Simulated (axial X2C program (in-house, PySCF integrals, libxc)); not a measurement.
# CF⁺ along the bond: PBE0, two-component

All values were computed with an in-house all-electron X2C program for linear molecules (integrals from PySCF). Two-component (2c) means X2C with spin–orbit coupling and atomic mean-field two-electron Coulomb and Gaunt terms. Basis: F dyall-av3z [7s6p3d2f], C dyall-v3z [7s6p2d1f] (cores contracted in-house); Gaussian nuclei, density fitting, unrestricted open shells. Masses: F 18.998 u, C 12.000 u.

State: Ω = 0 (closed shell). Dipoles are positive if C is the positive end and refer to the centre of mass.

Results along the bond:

```csv
R (Å),μ (D),HOMO (eV),LUMO (eV)
1.005,0.167,-21.38,-11.00
1.051,0.417,-21.55,-11.51
1.086,0.612,-21.69,-11.87
1.120,0.813,-21.82,-12.20
1.155,1.020,-21.95,-12.50
1.195,1.267,-22.09,-12.83
1.236,1.520,-22.23,-13.13
1.288,1.849,-22.38,-13.48
1.351,2.256,-22.52,-13.86
1.444,2.842,-22.60,-14.32
```

Occupations by symmetry block were frozen at the best pattern of an incomplete PBE0 search. The closed shell is kept restricted, so the energy runs too high when the bond is stretched far.
